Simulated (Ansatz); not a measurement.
**PF2 (quartet): wB97M-V, B2PLYP over vertical spin and charge gaps, def2-QZVPP**

How well do these functionals follow the top wave-function level for PF2 (quartet) over vertical spin and charge gaps?

The runs use Ansatz 0.2.0, Gaussian basis; def2-QZVPP, all electrons in the functionals, frozen cores in the correlation of double hybrids and RPA.

The runs, in order: wB97M-V, B2PLYP, at charge 0, quartet; charge 0, doublet; charge 0, sextet; charge 1, triplet; charge 1, quintet.

**1. What is computed**

The geometry is a PBE0/def2-TZVP stationary point (not a proven minimum).

3 atoms, charge 0, spin multiplicity 4.

Atoms are counted from 1 here; the program's logs count them from 0.

Bond lengths: F1–P2 1.636 Å, P2–F3 1.636 Å. Angles: F1–P2–F3 180.0°.

No dispersion term is added; wB97M-V holds VV10 nonlocal correlation.

The geometry shown and the zero of energy belong to the point charge 0, quartet. The yardstick, UCCSD(T), and other wave-function levels (R restricted, U unrestricted, valence and pair active spaces) come from earlier runs.

**2. wB97M-V, charge 0, quartet**

File in.yaml:

```yaml
crystal:
  periodic: [false, false, false]
  atoms:
    - {symbol: F, position_ang: [0.000000, 0.000000, 1.635900]}
    - {symbol: P, position_ang: [0.000000, 0.000000, 0.000000]}
    - {symbol: F, position_ang: [0.000000, 0.000000, -1.635900]}
basis:
  gaussian: {orbitals: "def2-QZVPP.json"}
magnetization: {spin_polarized: true, initial_magnetization: 3}
hamiltonian: {xc: {name: wB97M-V}}
output: {orbitals: {seedname: orbitals}}
```

The run is started by

```sh
$ ansatz run in.yaml --threads 1 --pin off --events-out ev --progress --plain --max-ram 2393MiB
```

Log, shortened:

```text
Functional definition: wB97M-V
  name "wB97M-V"
  cite "Mardirossian & Head-Gordon, J. Chem. Phys. 144, 214110 (2016) doi:10.1063/1.4952647"
  cite "Becke, J. Chem. Phys. 107, 8554 (1997) doi:10.1063/1.475007"
  cite "Vydrov & Van Voorhis, J. Chem. Phys. 133, 244103 (2010) doi:10.1063/1.3521275"
  # Of w^i u^j: cxij and so on, Table III.
[...]
  gx(w, u) = 1 - cx + cx01*u + cx10*w
  gss(w, u) = css00 + css04*u^4 + css10*w + css20*w^2 + css43*w^4*u^3
  gos(w, u) = cos00 + cos10*w + (cos20 + cos21*u)*w^2 + (cos60 + cos61*u)*w^6
[...]
      + integral(e_c_pw_mod_opposite_spin*gos(b97_w_opposite, b97_u_opposite)) + vv10(b, c)
716 factors; their error is unknown
117 factors; integrals over basis functions are off by at most 5.3e-5 eV
[...]
mean field -14720.54950954 eV, -540.9702165289 hartree, gradient 2.6e-5 eV, S^2 3.754433; 0 other end points of the search recorded, 0 dependent functions left out
reference -14720.54954376 eV, -540.9702177864 hartree; 18, 15 occupied and 166, 169 virtual orbitals, 716 factors
Total energy: -14720.54954376 eV, -540.9702177864 hartree
```

Run time: 13 s. Hardware: 1 thread of Arm Neoverse V2, shared host; peak memory 0.43 GiB.

From the report: ⟨S²⟩ of the determinant 3.754 (pure quartet: 3.75).

**3. wB97M-V, charge 0, doublet**

Changes to in.yaml since step 2:

```diff
@@ -8,3 +8,3 @@
   gaussian: {orbitals: "def2-QZVPP.json"}
-magnetization: {spin_polarized: true, initial_magnetization: 3}
+magnetization: {spin_polarized: true, initial_magnetization: 1}
 hamiltonian: {xc: {name: wB97M-V}}
```

The command is unchanged.

Log, shortened:

```text
Functional definition: wB97M-V
  name "wB97M-V"
  cite "Mardirossian & Head-Gordon, J. Chem. Phys. 144, 214110 (2016) doi:10.1063/1.4952647"
  cite "Becke, J. Chem. Phys. 107, 8554 (1997) doi:10.1063/1.475007"
  cite "Vydrov & Van Voorhis, J. Chem. Phys. 133, 244103 (2010) doi:10.1063/1.3521275"
  # Of w^i u^j: cxij and so on, Table III.
[...]
  gx(w, u) = 1 - cx + cx01*u + cx10*w
  gss(w, u) = css00 + css04*u^4 + css10*w + css20*w^2 + css43*w^4*u^3
  gos(w, u) = cos00 + cos10*w + (cos20 + cos21*u)*w^2 + (cos60 + cos61*u)*w^6
[...]
      + integral(e_c_pw_mod_opposite_spin*gos(b97_w_opposite, b97_u_opposite)) + vv10(b, c)
716 factors; their error is unknown
117 factors; integrals over basis functions are off by at most 5.3e-5 eV
[...]
mean field -14722.55859497 eV, -541.0440490567 hartree, gradient 1.8e-5 eV, S^2 0.752647; 0 other end points of the search recorded, 0 dependent functions left out
reference -14722.55862801 eV, -541.0440502708 hartree; 17, 16 occupied and 167, 168 virtual orbitals, 716 factors
Total energy: -14722.55862801 eV, -541.0440502708 hartree
```

It took 15 s on 1 thread of Arm Neoverse V2, shared host; peak memory 0.43 GiB.

From the report: ⟨S²⟩ of the determinant 0.753 (pure doublet: 0.75).

From charge 0, quartet: -2.009 eV.

**4. wB97M-V, charge 0, sextet**

Changes to in.yaml since step 3:

```diff
@@ -8,3 +8,3 @@
   gaussian: {orbitals: "def2-QZVPP.json"}
-magnetization: {spin_polarized: true, initial_magnetization: 1}
+magnetization: {spin_polarized: true, initial_magnetization: 5}
 hamiltonian: {xc: {name: wB97M-V}}
```

The command is unchanged.

Log, shortened:

```text
Functional definition: wB97M-V
  name "wB97M-V"
  cite "Mardirossian & Head-Gordon, J. Chem. Phys. 144, 214110 (2016) doi:10.1063/1.4952647"
  cite "Becke, J. Chem. Phys. 107, 8554 (1997) doi:10.1063/1.475007"
  cite "Vydrov & Van Voorhis, J. Chem. Phys. 133, 244103 (2010) doi:10.1063/1.3521275"
  # Of w^i u^j: cxij and so on, Table III.
[...]
  gx(w, u) = 1 - cx + cx01*u + cx10*w
  gss(w, u) = css00 + css04*u^4 + css10*w + css20*w^2 + css43*w^4*u^3
  gos(w, u) = cos00 + cos10*w + (cos20 + cos21*u)*w^2 + (cos60 + cos61*u)*w^6
[...]
      + integral(e_c_pw_mod_opposite_spin*gos(b97_w_opposite, b97_u_opposite)) + vv10(b, c)
716 factors; their error is unknown
117 factors; integrals over basis functions are off by at most 5.3e-5 eV
[...]
mean field -14707.25616271 eV, -540.4816950435 hartree, gradient 2.9e-5 eV, S^2 8.754970; 4 other end points of the search recorded, 0 dependent functions left out
reference -14707.25619584 eV, -540.4816962608 hartree; 19, 14 occupied and 165, 170 virtual orbitals, 716 factors
Total energy: -14707.25619584 eV, -540.4816962608 hartree
```

Wall time 65 s (1 thread of Arm Neoverse V2, shared host); peak memory 0.56 GiB.

From the report: ⟨S²⟩ of the determinant 8.755 (pure sextet: 8.75).

From charge 0, quartet: +13.293 eV.

**5. wB97M-V, charge 1, triplet**

Changes to in.yaml since step 4:

```diff
@@ -8,3 +8,4 @@
   gaussian: {orbitals: "def2-QZVPP.json"}
-magnetization: {spin_polarized: true, initial_magnetization: 5}
+total_charge: 1
+magnetization: {spin_polarized: true, initial_magnetization: 2}
 hamiltonian: {xc: {name: wB97M-V}}
```

The command is unchanged.

Log, shortened:

```text
Functional definition: wB97M-V
  name "wB97M-V"
  cite "Mardirossian & Head-Gordon, J. Chem. Phys. 144, 214110 (2016) doi:10.1063/1.4952647"
  cite "Becke, J. Chem. Phys. 107, 8554 (1997) doi:10.1063/1.475007"
  cite "Vydrov & Van Voorhis, J. Chem. Phys. 133, 244103 (2010) doi:10.1063/1.3521275"
  # Of w^i u^j: cxij and so on, Table III.
[...]
  gx(w, u) = 1 - cx + cx01*u + cx10*w
  gss(w, u) = css00 + css04*u^4 + css10*w + css20*w^2 + css43*w^4*u^3
  gos(w, u) = cos00 + cos10*w + (cos20 + cos21*u)*w^2 + (cos60 + cos61*u)*w^6
[...]
      + integral(e_c_pw_mod_opposite_spin*gos(b97_w_opposite, b97_u_opposite)) + vv10(b, c)
716 factors; their error is unknown
117 factors; integrals over basis functions are off by at most 5.3e-5 eV
[...]
mean field -14710.85733557 eV, -540.6140357048 hartree, gradient 5.2e-5 eV, S^2 2.006828; 0 other end points of the search recorded, 0 dependent functions left out
reference -14710.85736754 eV, -540.6140368800 hartree; 17, 15 occupied and 167, 169 virtual orbitals, 716 factors
Total energy: -14710.85736754 eV, -540.6140368800 hartree
```

Run time: 14 s. Hardware: 1 thread of Arm Neoverse V2, shared host; peak memory 0.43 GiB.

From the report: ⟨S²⟩ of the determinant 2.007 (pure triplet: 2.00).

From charge 0, quartet: +9.692 eV.

**6. wB97M-V, charge 1, quintet**

Changes to in.yaml since step 5:

```diff
@@ -9,3 +9,3 @@
 total_charge: 1
-magnetization: {spin_polarized: true, initial_magnetization: 2}
+magnetization: {spin_polarized: true, initial_magnetization: 4}
 hamiltonian: {xc: {name: wB97M-V}}
```

Launched as before.

Log, shortened:

```text
Functional definition: wB97M-V
  name "wB97M-V"
  cite "Mardirossian & Head-Gordon, J. Chem. Phys. 144, 214110 (2016) doi:10.1063/1.4952647"
  cite "Becke, J. Chem. Phys. 107, 8554 (1997) doi:10.1063/1.475007"
  cite "Vydrov & Van Voorhis, J. Chem. Phys. 133, 244103 (2010) doi:10.1063/1.3521275"
  # Of w^i u^j: cxij and so on, Table III.
[...]
  gx(w, u) = 1 - cx + cx01*u + cx10*w
  gss(w, u) = css00 + css04*u^4 + css10*w + css20*w^2 + css43*w^4*u^3
  gos(w, u) = cos00 + cos10*w + (cos20 + cos21*u)*w^2 + (cos60 + cos61*u)*w^6
[...]
      + integral(e_c_pw_mod_opposite_spin*gos(b97_w_opposite, b97_u_opposite)) + vv10(b, c)
716 factors; their error is unknown
117 factors; integrals over basis functions are off by at most 5.3e-5 eV
[...]
mean field -14704.50447726 eV, -540.3805724680 hartree, gradient 2.1e-5 eV, S^2 6.006082; 6 other end points of the search recorded, 0 dependent functions left out
reference -14704.50451053 eV, -540.3805736907 hartree; 18, 14 occupied and 166, 170 virtual orbitals, 716 factors
Total energy: -14704.50451053 eV, -540.3805736907 hartree
```

Run time: 65 s. Hardware: 1 thread of Arm Neoverse V2, shared host; peak memory 0.55 GiB.

From the report: ⟨S²⟩ of the determinant 6.006 (pure quintet: 6.00).

From charge 0, quartet: +16.045 eV.

**7. B2PLYP, charge 0, quartet**

File in.yaml:

```yaml
crystal:
  periodic: [false, false, false]
  atoms:
    - {symbol: F, position_ang: [0.000000, 0.000000, 1.635900]}
    - {symbol: P, position_ang: [0.000000, 0.000000, 0.000000]}
    - {symbol: F, position_ang: [0.000000, 0.000000, -1.635900]}
basis:
  gaussian: {orbitals: "def2-QZVPP.json"}
magnetization: {spin_polarized: true, initial_magnetization: 3}
hamiltonian: {xc: {name: B2PLYP}}
correlation: {electrons: outside_noble_gas}
```

Same command.

Log, shortened:

```text
Functional definition: B2PLYP
  name "B2PLYP"
  cite "Grimme, J. Chem. Phys. 124, 034108 (2006) doi:10.1063/1.2148954"
  cite "Becke, Phys. Rev. A 38, 3098 (1988) doi:10.1103/PhysRevA.38.3098"
  cite "Lee, Yang & Parr, Phys. Rev. B 37, 785 (1988) doi:10.1103/PhysRevB.37.785"
[...]
1145 factors; integrals over basis functions are off by at most 7.8e-4 eV
[...]
mean field -14711.19371169 eV, -540.6263972994 hartree, gradient 3.2e-6 eV, S^2 3.760925; 0 other end points of the search recorded, 0 dependent functions left out
7 core orbitals not correlated: weight in the atoms' cores, before any rotation towards them, 1.000 or more for the frozen orbitals, at most 0.000 for the correlated occupied ones
reference -14711.19383058 eV, -540.6264016684 hartree; 11, 8 occupied and 166, 169 virtual orbitals, 1145 factors
second order -21.28771922 eV of doubles, -0.00000000 eV of singles
Total energy: -14716.94151477 eV, -540.8376251665 hartree
```

It took 8.5 s on 1 thread of Arm Neoverse V2, shared host; peak memory 0.39 GiB.

From the report: ⟨S²⟩ of the determinant 3.761 (pure quartet: 3.75).

**8. B2PLYP, charge 0, doublet**

Changes to in.yaml since step 7:

```diff
@@ -8,3 +8,3 @@
   gaussian: {orbitals: "def2-QZVPP.json"}
-magnetization: {spin_polarized: true, initial_magnetization: 3}
+magnetization: {spin_polarized: true, initial_magnetization: 1}
 hamiltonian: {xc: {name: B2PLYP}}
```

Launched as before.

Log, shortened:

```text
Functional definition: B2PLYP
  name "B2PLYP"
  cite "Grimme, J. Chem. Phys. 124, 034108 (2006) doi:10.1063/1.2148954"
  cite "Becke, Phys. Rev. A 38, 3098 (1988) doi:10.1103/PhysRevA.38.3098"
  cite "Lee, Yang & Parr, Phys. Rev. B 37, 785 (1988) doi:10.1103/PhysRevB.37.785"
[...]
1145 factors; integrals over basis functions are off by at most 7.8e-4 eV
[...]
mean field -14712.42596530 eV, -540.6716817844 hartree, gradient 2.7e-6 eV, S^2 0.760778; 2 other end points of the search recorded, 0 dependent functions left out
7 core orbitals not correlated: weight in the atoms' cores, before any rotation towards them, 1.000 or more for the frozen orbitals, at most 0.000 for the correlated occupied ones
reference -14712.42607504 eV, -540.6716858172 hartree; 10, 9 occupied and 167, 168 virtual orbitals, 1145 factors
second order -23.12049421 eV of doubles, -0.00000000 eV of singles
Total energy: -14718.66860848 eV, -540.9010946896 hartree
```

It took 16 s on 1 thread of Arm Neoverse V2, shared host; peak memory 0.4 GiB.

From the report: ⟨S²⟩ of the determinant 0.761 (pure doublet: 0.75).

From charge 0, quartet: -1.727 eV.

**9. B2PLYP, charge 0, sextet**

Changes to in.yaml since step 8:

```diff
@@ -8,3 +8,3 @@
   gaussian: {orbitals: "def2-QZVPP.json"}
-magnetization: {spin_polarized: true, initial_magnetization: 1}
+magnetization: {spin_polarized: true, initial_magnetization: 5}
 hamiltonian: {xc: {name: B2PLYP}}
```

Same command.

Log, shortened:

```text
Functional definition: B2PLYP
  name "B2PLYP"
  cite "Grimme, J. Chem. Phys. 124, 034108 (2006) doi:10.1063/1.2148954"
  cite "Becke, Phys. Rev. A 38, 3098 (1988) doi:10.1103/PhysRevA.38.3098"
  cite "Lee, Yang & Parr, Phys. Rev. B 37, 785 (1988) doi:10.1103/PhysRevB.37.785"
[...]
1145 factors; integrals over basis functions are off by at most 7.8e-4 eV
[...]
a density is far from that of the atoms, so the factors are made again for it
1159 factors; integrals over basis functions are off by at most 7.7e-4 eV
[...]
mean field -14698.37259302 eV, -540.1552298786 hartree, gradient 1.6e-6 eV, S^2 8.760517; 3 other end points of the search recorded, 0 dependent functions left out
7 core orbitals not correlated: weight in the atoms' cores, before any rotation towards them, 1.000 or more for the frozen orbitals, at most 0.000 for the correlated occupied ones
reference -14698.37271904 eV, -540.1552345100 hartree; 12, 7 occupied and 165, 170 virtual orbitals, 1159 factors
second order -19.33428007 eV of doubles, -0.00000000 eV of singles
Total energy: -14703.59297466 eV, -540.3470753656 hartree
```

Wall time 49 s (1 thread of Arm Neoverse V2, shared host); peak memory 0.43 GiB.

From the report: ⟨S²⟩ of the determinant 8.761 (pure sextet: 8.75).

From charge 0, quartet: +13.349 eV.

**10. B2PLYP, charge 1, triplet**

Changes to in.yaml since step 9:

```diff
@@ -8,3 +8,4 @@
   gaussian: {orbitals: "def2-QZVPP.json"}
-magnetization: {spin_polarized: true, initial_magnetization: 5}
+total_charge: 1
+magnetization: {spin_polarized: true, initial_magnetization: 2}
 hamiltonian: {xc: {name: B2PLYP}}
```

Same command.

Log, shortened:

```text
Functional definition: B2PLYP
  name "B2PLYP"
  cite "Grimme, J. Chem. Phys. 124, 034108 (2006) doi:10.1063/1.2148954"
  cite "Becke, Phys. Rev. A 38, 3098 (1988) doi:10.1103/PhysRevA.38.3098"
  cite "Lee, Yang & Parr, Phys. Rev. B 37, 785 (1988) doi:10.1103/PhysRevB.37.785"
[...]
1145 factors; integrals over basis functions are off by at most 7.8e-4 eV
[...]
mean field -14701.18494165 eV, -540.2585817844 hartree, gradient 8.8e-6 eV, S^2 2.016454; 1 other end points of the search recorded, 0 dependent functions left out
7 core orbitals not correlated: weight in the atoms' cores, before any rotation towards them, 1.000 or more for the frozen orbitals, at most 0.000 for the correlated occupied ones
reference -14701.18505708 eV, -540.2585860267 hartree; 10, 8 occupied and 167, 169 virtual orbitals, 1145 factors
second order -21.87571205 eV of doubles, -0.00000000 eV of singles
Total energy: -14707.09149934 eV, -540.4756437760 hartree
```

Run time: 12 s. Hardware: 1 thread of Arm Neoverse V2, shared host; peak memory 0.39 GiB.

From the report: ⟨S²⟩ of the determinant 2.016 (pure triplet: 2.00).

From charge 0, quartet: +9.850 eV.

**11. B2PLYP, charge 1, quintet**

Changes to in.yaml since step 10:

```diff
@@ -9,3 +9,3 @@
 total_charge: 1
-magnetization: {spin_polarized: true, initial_magnetization: 2}
+magnetization: {spin_polarized: true, initial_magnetization: 4}
 hamiltonian: {xc: {name: B2PLYP}}
```

The command is unchanged.

Log, shortened:

```text
Functional definition: B2PLYP
  name "B2PLYP"
  cite "Grimme, J. Chem. Phys. 124, 034108 (2006) doi:10.1063/1.2148954"
  cite "Becke, Phys. Rev. A 38, 3098 (1988) doi:10.1103/PhysRevA.38.3098"
  cite "Lee, Yang & Parr, Phys. Rev. B 37, 785 (1988) doi:10.1103/PhysRevB.37.785"
[...]
1145 factors; integrals over basis functions are off by at most 7.8e-4 eV
[...]
mean field -14695.84447662 eV, -540.0623233147 hartree, gradient 4.4e-6 eV, S^2 6.013661; 2 other end points of the search recorded, 0 dependent functions left out
7 core orbitals not correlated: weight in the atoms' cores, before any rotation towards them, 1.000 or more for the frozen orbitals, at most 0.000 for the correlated occupied ones
reference -14695.84459336 eV, -540.0623276047 hartree; 11, 7 occupied and 166, 170 virtual orbitals, 1145 factors
second order -18.45370260 eV of doubles, -0.00000000 eV of singles
Total energy: -14700.82709306 eV, -540.2454310915 hartree
```

It took 20 s on 1 thread of Arm Neoverse V2, shared host; peak memory 0.42 GiB.

From the report: ⟨S²⟩ of the determinant 6.014 (pure quintet: 6.00).

From charge 0, quartet: +16.114 eV.

**12. Against the wave-function levels**

No level is safe as a reference over these points; UCCSD(T) serves as a yardstick only. It comes from earlier runs at the same points. Energies in eV, counted from charge 0, quartet; blanks weren't run or aren't comparable.

| level | quartet to doublet | quartet to sextet | ionisation to the triplet cation | ionisation to the quintet cation |
| --- | --- | --- | --- | --- |
| UCCSD(T) | -1.643 | 13.339 | 10.011 | 16.046 |
| wB97M-V | -2.009 | 13.293 | 9.692 | 16.045 |
| B2PLYP | -1.727 | 13.349 | 9.850 | 16.114 |

Largest miss and mean time a point (UCCSD(T) took 3 min a point; shared hosts):

```
  level  largest miss (eV)                             where  time a point
wB97M-V             -0.366                quartet to doublet          34 s
 B2PLYP             -0.161  ionisation to the triplet cation          21 s
```

**13. Outcome**

```
                                  quantity                                         value
              quartet to doublet, UCCSD(T)                                     -1.643 eV
               quartet to sextet, UCCSD(T)                                     13.339 eV
ionisation to the triplet cation, UCCSD(T)                                     10.011 eV
ionisation to the quintet cation, UCCSD(T)                                     16.046 eV
                     largest miss, wB97M-V                -0.366 eV (quartet to doublet)
                      largest miss, B2PLYP  -0.161 eV (ionisation to the triplet cation)
```

In words: Of the functionals, B2PLYP keep the smallest largest miss at the points compared (at most 0.161 eV) and wB97M-V strays most (0.366 eV, at quartet to doublet). Functionals and the yardstick converge differently with the basis, so part of each miss in def2-QZVPP is the basis. The yardstick itself may be off where one determinant is a poor start.
